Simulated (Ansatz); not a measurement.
Basis-set extrapolation for C$_{5}$H$_{10}$ (`C=CC(C)C`) (PBE0-D4/def2-TZVP geometry, frozen core, the Gaussian-basis code of Ansatz). Multiplicity 1, RHF reference.

```json
{"": "HF", "def2-TZVPP": "-195.215722", "def2-QZVPP": "-195.224887"}
{"": "MP2 correlation", "def2-TZVPP": "-0.859383", "def2-QZVPP": "-0.912763"}
{"": "CCSD(T) correlation", "def2-TZVPP": "-0.950441", "def2-QZVPP": "not run"}
```

Energies in hartree. Use E(X) = E(∞) + A·exp(−7.88·√X) for Hartree–Fock and E(X) = E(∞) + B·X^(−2.97) for correlation, with X = 3 and 4, and add CCSD(T) minus MP2 of the smaller set to the MP2 limit.

What is the CCSD(T) energy at the basis-set limit?

HF limit: -195.224887 + (-0.009165) × 0.13774 = -195.22615. MP2 limit: -0.912763 + (-0.053380) × 0.74074 = -0.95230. Higher-order term: -0.950441 − (-0.859383) = -0.09106. Total: -196.26951 hartree, 271.3 kJ/mol below CCSD(T)/def2-TZVPP.
